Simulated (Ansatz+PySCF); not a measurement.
A calculation with PySCF 2.14.0.

```python
from pyscf import gto, scf

mol = gto.M(atom="""
C 1.201580 0.000000 0.000000
C 0.371310 1.142770 0.000000
C -0.972100 0.706270 0.000000
C -0.972100 -0.706270 0.000000
C 0.371310 -1.142770 0.000000
H 2.297360 0.000000 0.000000
H 0.709920 2.184920 0.000000
H -1.858610 1.350360 0.000000
H -1.858610 -1.350360 0.000000
H 0.709920 -2.184920 0.000000
""", basis='def2-svp', charge=-1, spin=0)
mf = scf.RHF(mol)
mf.init_guess = 'atom'
mf.kernel()
while True:  # follow internal instabilities
    mo, _, stable, _ = mf.stability(return_status=True)
    if stable: break
    mf.kernel(mf.make_rdm1(mo, mf.mo_occ))
print(mf.converged, mf.e_tot, mf.spin_square()[0])
```

The script is written out from the run's settings.

Output:

| Item | Value |
| --- | --- |
| Converged | yes |
| Total energy | -192.05351 hartree |
| Spin squared of the determinant | 0.000 |

Caution: no diffuse functions for an anion.
